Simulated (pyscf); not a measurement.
PySCF, gas phase, ωB97X-D3(BJ)/def2-SVP geometries.

### Question
Estimate the classical barrier height and the reaction energy of Cl–Ge•(Cl)–Cl (SMILES [Cl][Ge]([Cl])[Cl]) + H₂O (SMILES O) -> HCl (SMILES Cl) + HO–Ge•(Cl)–Cl (SMILES [OH][Ge]([Cl])[Cl]) at ωB97M-D3(BJ)/def2-TZVP. The step runs on the doublet surface, breaks Cl–Ge, H–O and forms Cl–H, Ge–O; take the separated reactants as zero.

### Answer
ΔE‡ = 50.0 kJ/mol, ΔE = +34.5 kJ/mol. Zero-point energy shifts the barrier by -5.1 kJ/mol. It is a four-centre exchange, with an imaginary mode of 848i cm⁻¹. On the reactant side the descent ends in an adduct with a Ge–O contact, 7.1 kJ/mol under the separated species and 61.6 kJ/mol under the saddle at ωB97X-D3(BJ)/def2-TZVP. On the product side the descent ends in a complex, 19.5 kJ/mol under the separated species and 31.9 kJ/mol under the saddle at ωB97X-D3(BJ)/def2-TZVP. What is counted as formed (Ge–O) is already present as a longer contact in the reactant adduct; forming that adduct is a step of its own. This is the saddle that the search found; another between the same sides may lie lower. Elements up to Kr have no core potential and no relativistic terms here.
